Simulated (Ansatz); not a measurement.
# C2H4N: the cost of one run

Method: the levels named in each step, in Ansatz 0.2.0.

### Step 1. Starting point

Bond lengths: C1–N2 1.138 Å, C1–H4 1.058 Å, C3–H5 1.068 Å, C3–H6 1.068 Å, C3–H7 1.068 Å. Angles: N2–C1–H4 179.9°, H5–C3–H6 119.7°, H5–C3–H7 120.1°, H6–C3–H7 120.0°.

Coordinates:

```xyz
7

C    -0.0253   -0.6298    0.9148
N    -0.8433   -0.0713    1.4748
C     0.7565    0.6428   -2.1286
H     0.7357   -1.1477    0.3924
H    -0.3106    0.6775   -2.1357
H     1.2994    1.1933   -1.3920
H     1.2804    0.1132   -2.8942
```

### Step 2. A rough first relaxation, PBE-D4/def2-SVP

This run stands in another session on the same molecule. It ended at:

```xyz
7

C    -0.1734   -0.5304    0.9326
N    -0.5411   -0.8866    1.9822
C     0.8475    0.5815   -2.1186
H     0.1697   -0.1924   -0.0535
H    -0.1881    0.7993   -2.4156
H     1.4656    1.3733   -1.6723
H     1.3125   -0.3667   -2.4234
```

### Step 3. Relaxation, r2SCAN-D4/def2-TZVPP

Input file input.yaml:

```yaml
crystal:
  periodic: [false, false, false]
  atoms:
    - { symbol: C, position_ang: [-0.17339097, -0.53040255, 0.93256775] }
    - { symbol: "N", position_ang: [-0.54105511, -0.88661006, 1.98223259] }
    - { symbol: C, position_ang: [0.84749057, 0.58153437, -2.11864217] }
    - { symbol: H, position_ang: [0.16972402, -0.19243043, -0.05350669] }
    - { symbol: H, position_ang: [-0.18811132, 0.79934923, -2.41558116] }
    - { symbol: H, position_ang: [1.46561723, 1.37326133, -1.67234912] }
    - { symbol: H, position_ang: [1.31252559, -0.3666619, -2.42338121] }
magnetization:
  spin_polarized: true
  initial_magnetization: 1
basis:
  gaussian: { orbitals: def2-TZVPP }
hamiltonian:
  xc: r2scan
  dispersion: d4
relax:
  f_tol: 0.002
  max_steps: 150
```

On the command line:

```sh
$ ansatz run input.yaml --threads 4 --pin off --max-ram 10240MiB --backend cpu --events-out ev --progress --plain --runs-dir out
```

Q: Estimate wall time and peak memory on 4 threads of Intel Xeon at 2.50GHz (Skylake/Cascade Lake), shared host.

About 33 s, with a peak of 0.29 GiB.
